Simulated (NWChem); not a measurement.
System: formamide (CH3NO); SMILES NC=O

Input file for NWChem:

```
start job
memory heap 200 mb stack 900 mb global 1100 mb
geometry units angstroms noautosym nocenter noautoz
  N     -0.183819     1.072927     0.000000
  C      0.384396    -0.156690     0.000000
  O     -0.217014    -1.202339     0.000000
  H     -1.193699     1.149871     0.000000
  H      0.375045     1.913893     0.000000
  H      1.501969    -0.100331     0.000000
end
basis spherical
  N library pcseg-2
  C library pcseg-2
  O library pcseg-2
  H library pcseg-2
end
dft
  xc pbe0
  iterations 150
end
cosmo
  do_cosmo_smd true
  solvent water
end
task dft energy
```

Output (shortened):

```
             Northwest Computational Chemistry Package (NWChem) 7.3.0
             --------------------------------------------------------

                             Geometry "geometry" -> ""
                             -------------------------

 Output coordinates in angstroms (scale by  1.889725989 to convert to a.u.)

  No.       Tag          Charge          X              Y              Z
 ---- ---------------- ---------- -------------- -------------- --------------
    1 N                    7.0000    -0.18381900     1.07292700     0.00000000
    2 C                    6.0000     0.38439600    -0.15669000     0.00000000
    3 O                    8.0000    -0.21701400    -1.20233900     0.00000000
    4 H                    1.0000    -1.19369900     1.14987100     0.00000000
    5 H                    1.0000     0.37504500     1.91389300     0.00000000
    6 H                    1.0000     1.50196900    -0.10033100     0.00000000

 Effective nuclear repulsion energy (a.u.)      71.3188065556

                                 NWChem DFT Module
                                 -----------------

 Summary of "ao basis" -> "ao basis" (spherical)
 ------------------------------------------------------------------------------
       Tag                 Description            Shells   Functions and Types
 ---------------- ------------------------------  ------  ---------------------
 N                          pcseg-2                 10       30   4s3p2d1f
 C                          pcseg-2                 10       30   4s3p2d1f
 O                          pcseg-2                 10       30   4s3p2d1f
 H                          pcseg-2                  6       14   3s2p1d

 in cosmo_initialize ...
 calling solv_data for solv:h2o

 solvent parameters
 solvname_short: h2o
 solvname_long:  water
 dielec:       78.4000
 dielecinf:     1.7769
 aqueous SMD model solvent descriptors
 dielec:       78.4000
 sola:          0.8200

          ---------------
          -cosmo- solvent
          ---------------
 Cosmo: York-Karplus, doi: 10.1021/jp992097l
 dielectric constant -eps-     =  78.40
 screen = (eps-1)/(eps    )    =   0.98724
 surface charge correction     = lagrangian

   van der Waals surface
 --------------------------

 ---------- ATOMIC COORDINATES (A.U.) ------------ VDWR(ANG.) --
     1   -0.34736754    2.02753804    0.00000000     1.890
     2    0.72640311   -0.29610117    0.00000000     1.850
     3   -0.41009700   -2.27209126    0.00000000     1.520
     4   -2.25576402    2.17294111    0.00000000     1.200
     5    0.70873228    3.61673334    0.00000000     1.200
     6    2.83830985   -0.18959810    0.00000000     1.200
 number of segments per atom =        128
 number of   points per atom =        128
 atom (   nspa,  nppa )
 ----------------------
    1 (     72,     0 )       0
    2 (     54,     0 )       0
    3 (     76,     0 )       0
    4 (     42,     0 )       0
    5 (     46,     0 )       0
    6 (     58,     0 )       0
 number of -cosmo- surface points =      348
 molecular surface =     69.137 angstrom**2
 molecular volume  =     48.257 angstrom**3
 -lineq- algorithm             =   0
 -bem- low  level              =   3
 -bem- from -octahedral-
 gaussian surface charge width =   4.50000
 degree of switching           =   1.00000
 switching function tolerance  =   0.00010
 atomic radii =
 --------------
    1  7.000  1.890
    2  6.000  1.850
    3  8.000  1.520
    4  1.000  1.200
    5  1.000  1.200
    6  1.000  1.200
 ...... end of -cosmo- initialization ......

 nat:                     6
 ixmem:                  2111
 calling mnsol_interface()
 G(SMD-CDS) energy (kcal/mol)  =     3.836
 SMD-CDS SASA (angstrom**2)    =    93.002

            General Information
            -------------------
          SCF calculation type: DFT
          Wavefunction type:  closed shell.
          No. of atoms     :     6
          No. of electrons :    24
           Alpha electrons :    12
            Beta electrons :    12
          Charge           :     0
          Spin multiplicity:     1
          Use of symmetry is: off; symmetry adaption is: off
          Maximum number of iterations: 150
          AO basis - number of functions:   132
                     number of shells:    48
          Convergence on energy requested:  1.00D-06
          Convergence on density requested:  1.00D-05
          Convergence on gradient requested:  5.00D-04

[...]

                                COSMO-SMD solvation results
                                ---------------------------

             internal energy in gas <Psi(g)|H|Psi(g)> =      -169.776977080194
         internal energy in solvent <Psi(s)|H|Psi(s)> =      -169.770994302959
                               delta internal energy  =         0.005982777235 (    3.75 kcal/mol)
   total free energy in solvent <Psi(s)|H+V/2|Psi(s)> =      -169.796921680936
 polarization energy contribution <Psi(s)|V/2|Psi(s)> =        -0.025927377977 (  -16.27 kcal/mol)
    total free energy in solvent including G(SMD-CDS) =      -169.790809184437
                       G(SMD-CDS) energy contribution =         0.006112496499 (    3.84 kcal/mol)
     1 M fixed-concentration free energy of solvation =        -0.013832104243 (   -8.68 kcal/mol)

                       DFT Final Molecular Orbital Analysis
                       ------------------------------------

 Vector   10  Occ=2.000000D+00  E=-4.428582D-01
              MO Center=  7.4D-03, -3.6D-01,  2.9D-09, r^2= 1.5D+00
   Bfn.  Coefficient  Atom+Function         Bfn.  Coefficient  Atom+Function
  ----- ------------  ---------------      ----- ------------  ---------------
    67      0.307444  3 O  pz                37      0.279012  2 C  pz
    70      0.263692  3 O  pz                40      0.228662  2 C  pz
     7      0.189200  1 N  pz                10      0.172945  1 N  pz
    73      0.125413  3 O  pz                13      0.076947  1 N  pz
    43      0.047377  2 C  pz

 Vector   11  Occ=2.000000D+00  E=-3.048923D-01
              MO Center= -1.8D-01,  3.0D-01,  1.5D-09, r^2= 2.0D+00
   Bfn.  Coefficient  Atom+Function         Bfn.  Coefficient  Atom+Function
  ----- ------------  ---------------      ----- ------------  ---------------
     7      0.369334  1 N  pz                10      0.349095  1 N  pz
    67     -0.293635  3 O  pz                70     -0.255177  3 O  pz
    13      0.242698  1 N  pz                73     -0.178957  3 O  pz
    50      0.044493  2 C  d -1

 Vector   12  Occ=2.000000D+00  E=-3.000757D-01
              MO Center=  3.5D-02, -8.2D-01, -7.1D-10, r^2= 1.5D+00
   Bfn.  Coefficient  Atom+Function         Bfn.  Coefficient  Atom+Function
  ----- ------------  ---------------      ----- ------------  ---------------
    65      0.392500  3 O  px                68      0.338731  3 O  px
    71      0.237979  3 O  px               120     -0.200836  6 H  s
    66     -0.198830  3 O  py                69     -0.175462  3 O  py
     4      0.154464  1 N  s                119     -0.144716  6 H  s
    72     -0.126375  3 O  py                 6     -0.123115  1 N  py

 Vector   13  Occ=0.000000D+00  E= 1.184169D-02
              MO Center=  2.7D-01, -1.6D-01, -4.8D-09, r^2= 2.0D+00
   Bfn.  Coefficient  Atom+Function         Bfn.  Coefficient  Atom+Function
  ----- ------------  ---------------      ----- ------------  ---------------
    43      0.615662  2 C  pz                40      0.472882  2 C  pz
    73     -0.429658  3 O  pz                13     -0.408007  1 N  pz
    37      0.381060  2 C  pz                67     -0.267490  3 O  pz
    70     -0.231371  3 O  pz                 7     -0.205135  1 N  pz
    10     -0.187298  1 N  pz               127      0.038544  6 H  pz

 Vector   14  Occ=0.000000D+00  E= 3.907976D-02
              MO Center=  1.6D-01,  1.5D+00,  2.2D-08, r^2= 6.4D+00
   Bfn.  Coefficient  Atom+Function         Bfn.  Coefficient  Atom+Function
  ----- ------------  ---------------      ----- ------------  ---------------
   107      1.102824  5 H  s                121      1.006836  6 H  s
    34     -0.920448  2 C  s                 93      0.772607  4 H  s
     4     -0.714725  1 N  s                 41     -0.502276  2 C  px
    64     -0.361133  3 O  s                 42     -0.350710  2 C  py
    12     -0.328458  1 N  py                11      0.290348  1 N  px

 Vector   15  Occ=0.000000D+00  E= 6.014502D-02
              MO Center=  5.4D-01,  5.2D-01, -3.8D-09, r^2= 8.0D+00
   Bfn.  Coefficient  Atom+Function         Bfn.  Coefficient  Atom+Function
  ----- ------------  ---------------      ----- ------------  ---------------
   121      2.044782  6 H  s                 34     -1.488213  2 C  s
    93     -1.383875  4 H  s                  4      0.726739  1 N  s
    41     -0.651740  2 C  px                11     -0.311405  1 N  px
   107      0.256197  5 H  s                 12     -0.136192  1 N  py
    35     -0.129401  2 C  px                71      0.126092  3 O  px

     Multipole analysis of the density
     ---------------------------------

     L   x y z        total         alpha         beta         nuclear
     -   - - -        -----         -----         ----         -------
     0   0 0 0     -0.000000    -12.000000    -12.000000     24.000000

     1   1 0 0      0.466917      0.264784      0.264784     -0.062652
     1   0 1 0      2.110156      1.135325      1.135325     -0.160494
     1   0 0 1     -0.000000     -0.000000     -0.000000      0.000000

     2   2 0 0    -10.928010    -14.965420    -14.965420     19.002830
     2   1 1 0     -1.063520      0.289691      0.289691     -1.642902
     2   1 0 1      0.000000      0.000000      0.000000      0.000000
     2   0 2 0    -13.534569    -50.987284    -50.987284     88.439999
     2   0 1 1      0.000000      0.000000      0.000000      0.000000
     2   0 0 2    -14.110738     -7.055369     -7.055369      0.000000
```

Level: PBE0/pcseg-2, SMD on the gas-phase geometry. Coordinates come from a PBE0/def2-SVP optimisation. Solvent: water.
